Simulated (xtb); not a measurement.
Li, charge -2, doublet (GFN-xTB shapes and energies of metal compounds can be far from the true ones) (a state made from the parent by changing its charge; the spin is typed, not shown lowest); GFN2-xTB (xtb).

xtb was given this input:
```
$ xtb mol.xyz --gfn 2 --chrg -2 --uhf 1 --json

# file mol.xyz
1

Li     0.00000000     0.00000000     0.00000000
```

Output, abridged:

```
   ID    Z sym.   atoms
    1    3 Li     1

           -------------------------------------------------
          |                Calculation Setup                |
           -------------------------------------------------

           -------------------------------------------------
          |                 G F N 2 - x T B                 |
           -------------------------------------------------

          ...................................................
          :                      SETUP                      :
          :.................................................:
          :  # basis functions                   4          :
          :  # atomic orbitals                   4          :
          :  # shells                            2          :
          :  # electrons                         3          :
          :  max. iterations                   250          :
          :  Hamiltonian                  GFN2-xTB          :
          :  restarted?                      false          :
          :  GBSA solvation                  false          :
          :  PC potential                    false          :
          :  electronic temp.          300.0000000     K    :
          :  accuracy                    1.0000000          :
          :  -> integral cutoff          0.2500000E+02      :
          :  -> integral neglect         0.1000000E-07      :
          :  -> SCF convergence          0.1000000E-05 Eh   :
          :  -> wf. convergence          0.1000000E-03 e    :
          :  Broyden damping             0.4000000          :
          :  net charge                         -2          :
          :  unpaired electrons                  1          :
          ...................................................

 iter      E             dE          RMSdq      gap      omega  full diag
   1      0.0296914  0.296914E-01  0.141E+01    0.00       0.0  T
   2      0.0296914  0.000000E+00  0.113E+01    0.00       0.0  T
   3      0.0296914  0.000000E+00  0.905E+00    0.00       0.0  T
   4      0.0296914  0.000000E+00  0.724E+00    0.00       0.0  T
   5      0.0296914  0.000000E+00  0.579E+00    0.00       0.0  T
   6      0.0296914  0.000000E+00  0.463E+00    0.00       0.0  T
   7      0.0296914  0.000000E+00  0.371E+00    0.00       0.0  T
   8      0.0296914  0.000000E+00  0.297E+00    0.00       0.0  T
   9      0.0296914  0.000000E+00  0.237E+00    0.00       0.0  T
  10      0.0296914  0.000000E+00  0.190E+00    0.00       0.0  T
  11      0.0296914  0.000000E+00  0.152E+00    0.00       0.0  T
  12      0.0296914  0.000000E+00  0.121E+00    0.00       0.0  T
  13      0.0296914  0.000000E+00  0.972E-01    0.00       0.0  T
  14      0.0296914  0.000000E+00  0.777E-01    0.00       0.0  T
  15      0.0296914  0.000000E+00  0.622E-01    0.00       0.0  T
  16      0.0296914  0.000000E+00  0.498E-01    0.00       0.0  T
  17      0.0296914  0.000000E+00  0.398E-01    0.00       0.0  T
  18      0.0296914  0.000000E+00  0.318E-01    0.00       0.0  T
  19      0.0296914  0.000000E+00  0.255E-01    0.00       0.0  T
  20      0.0296914  0.000000E+00  0.204E-01    0.00       0.0  T
  21      0.0296914  0.000000E+00  0.163E-01    0.00       0.0  T
  22      0.0296914  0.000000E+00  0.130E-01    0.00       0.0  T
  23      0.0296914  0.000000E+00  0.104E-01    0.00       0.0  T
  24      0.0296914  0.000000E+00  0.835E-02    0.00       0.0  T
  25      0.0296914  0.000000E+00  0.668E-02    0.00       0.0  T
  26      0.0296914  0.000000E+00  0.534E-02    0.00       0.0  T
  27      0.0296914  0.000000E+00  0.427E-02    0.00       0.0  T
  28      0.0296914  0.000000E+00  0.342E-02    0.00       0.0  T
  29      0.0296914  0.000000E+00  0.274E-02    0.00       0.0  T
  30      0.0296914  0.000000E+00  0.219E-02    0.00       0.0  T
  31      0.0296914  0.000000E+00  0.175E-02    0.00       0.0  T
  32      0.0296914  0.000000E+00  0.140E-02    0.00       0.0  T
[...]
  38      0.0296914  0.000000E+00  0.367E-03    0.00       0.0  T
  39      0.0296914  0.000000E+00  0.294E-03    0.00       0.0  T
  40      0.0296914  0.000000E+00  0.235E-03    0.00       0.0  T
  41      0.0296914  0.000000E+00  0.188E-03    0.00       0.0  T
  42      0.0296914  0.000000E+00  0.150E-03    0.00       0.0  T
  43      0.0296914  0.000000E+00  0.120E-03    0.00       0.0  T
  44      0.0296914  0.000000E+00  0.962E-04    0.00       0.0  T
  45      0.0296914  0.000000E+00  0.770E-04    0.00       0.0  T

   *** convergence criteria satisfied after 45 iterations ***

         :::::::::::::::::::::::::::::::::::::::::::::::::::::
         ::                     SUMMARY                     ::
         :::::::::::::::::::::::::::::::::::::::::::::::::::::
         :: total energy               0.029691361680 Eh    ::
         :: gradient norm              0.000000000000 Eh/a0 ::
         :: HOMO-LUMO gap              0.000000000000 eV    ::
         ::.................................................::
         :: SCC energy                 0.029691361680 Eh    ::
         :: -> isotropic ES            0.473151127567 Eh    ::
         :: -> anisotropic ES          0.000000000000 Eh    ::
         :: -> anisotropic XC          0.000000000000 Eh    ::
         :: -> dispersion              0.000000000000 Eh    ::
         :: repulsion energy           0.000000000000 Eh    ::
         :: add. restraining           0.000000000000 Eh    ::
         :: total charge              -2.000000000000 e     ::
         :::::::::::::::::::::::::::::::::::::::::::::::::::::

           -------------------------------------------------
          |                Property Printout                |
           -------------------------------------------------

    * Orbital Energies and Occupations

         #    Occupation            Energy/Eh            Energy/eV
      -------------------------------------------------------------
         1        2.0000            0.2037078               5.5432
         2        0.3333            0.4158198              11.3150 (HOMO)
         3        0.3333            0.4158198              11.3150 (LUMO)
         4        0.3333            0.4158198              11.3150
      -------------------------------------------------------------
                  HL-Gap            0.0000000 Eh            0.0000 eV
             Fermi-level            0.3624625 Eh            9.8631 eV

     #   Z          covCN         q      C6AA      α(0)
     1   3 Li       0.000    -2.000 25367.794   671.821

 Mol. C6AA /au·bohr⁶  :      25367.793874
 Mol. C8AA /au·bohr⁸  :    1917735.778960
 Mol. α(0) /au        :        671.820970

Wiberg/Mayer (AO) data.
largest (>0.10) Wiberg bond orders for each atom

 ---------------------------------------------------------------------------
     #   Z sym  total        # sym  WBO       # sym  WBO       # sym  WBO
 ---------------------------------------------------------------------------
     1   3 Li   0.000
 ---------------------------------------------------------------------------

molecular dipole:
                 x           y           z       tot (Debye)
 q only:        0.000       0.000       0.000
   full:        0.000       0.000       0.000       0.000
molecular quadrupole (traceless):
                xx          xy          yy          xz          yz          zz
 q only:        0.000       0.000       0.000       0.000       0.000       0.000
  q+dip:        0.000       0.000       0.000       0.000       0.000       0.000
   full:        0.000       0.000       0.000       0.000       0.000       0.000

           -------------------------------------------------
          | TOTAL ENERGY                0.029691361680 Eh   |
          | GRADIENT NORM               0.000000000000 Eh/α |
          | HOMO-LUMO GAP               0.000000000000 eV   |
           -------------------------------------------------

normal termination of xtb
```
